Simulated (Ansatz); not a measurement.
## HB–NH2, doublet: the ladder up to UCCSDT(Q)

Geometry: a point of a stretch scan, not a stationary point.

```xyz
5

B     0.0000   -0.3503    1.7189
N     0.0000    0.1932   -1.2528
H     0.0000    0.4873    2.5717
H     0.0000    1.1215   -1.6530
H     0.0000   -0.5362   -1.9467
```

Basis cc-pVDZ; Ansatz 0.2.0. Correlated methods freeze the noble-gas cores, which leaves 11 electrons in 41 orbitals. R marks a restricted (for open shells ROHF) determinant, U an unrestricted one. Active spaces: pair = (3e, 3o) about the gap.

Full CI isn't at hand for all of this; UCCSDT(Q) serves as the reference, and is uncertain by about the last step of the cluster series. The frozen core follows each run's orbitals, which can shift R against U totals by a few meV.

Unrestricted rows (U) aren't spin-pure: their determinants' ⟨S²⟩ exceeds S(S+1) by up to 0.47, so they mix in states of higher spin. HF rows are the lowest solutions found. Coupled cluster chose its determinant by trial CCSD, here up to 0.10 eV above the lowest Hartree–Fock solution of its kind, and MP2 stands on that determinant too. For open shells CISD is restricted-active-space CI with the open shells as a complete middle space.

```
UHF ⟨S²⟩                            : 1.322
⟨S²⟩ of the determinant under UCCSD : 1.223
T1 diagnostic (RCCSD)               : 0.0145
largest doubles amplitude (RCCSD)   : 0.127
T1 diagnostic (UCCSD)               : 0.0903
```

| level | E − E(RHF) (eV) |
| --- | --- |
| RMP2 | -5.7005 |
| UMP2 | -5.5762 |
| RCCSD | -6.9579 |
| UCCSD | -6.9544 |
| RCCSD(T) | -7.0765 |
| UCCSD(T) | -7.0737 |

(1) Estimate how far UCCSDT(Q) in cc-pVDZ lies from RCCSD(T). The table doesn't fix it; the size of (T) and the diagnostics are the guide.

(1) UCCSDT(Q) in cc-pVDZ lies 0.70 kcal/mol below RCCSD(T), which is 26 % of the (T) step (-2.73 kcal/mol). A doubles amplitude is large, and the rest is a large part of (T).

The other levels:

| level | E − E(UCCSDT(Q)) (kcal/mol) | share of correlation (%) | wall time |
| --- | --- | --- | --- |
| CISD | 17.21 | 89.50 | 4 s |
| BCCD(T) | 0.71 | 99.57 | 4.8 s |
| RCCSDT | 0.18 | 99.89 | – |
| UCCSDT | 0.19 | 99.89 | – |
| RCCSDT(Q) | 0.00 | 100.00 | 48 s |
| CASSCF (pair space) | 149.43 | 8.82 | – |
| NEVPT2 (pair space) | 28.83 | 82.41 | 1.5 s |
| MRCISD (pair space) | 13.58 | 91.71 | – |
| MRCISD+Q (pair space) | 1.38 | 99.16 | 1.9 s |

The correlation energy at UCCSDT(Q), counted from RHF, is -7.107 eV. That run took 59 s on 1 thread of Intel Xeon Platinum 8259CL, shared host.

Run but not shown, since their state or frozen core can't be matched to the reference's or they repeat it: UHF.

Times hold each run's SCF and search for its determinant on a shared host, so for small cases they say little of a method's own cost; they ran on 1 thread of Intel Xeon Platinum 8259CL.
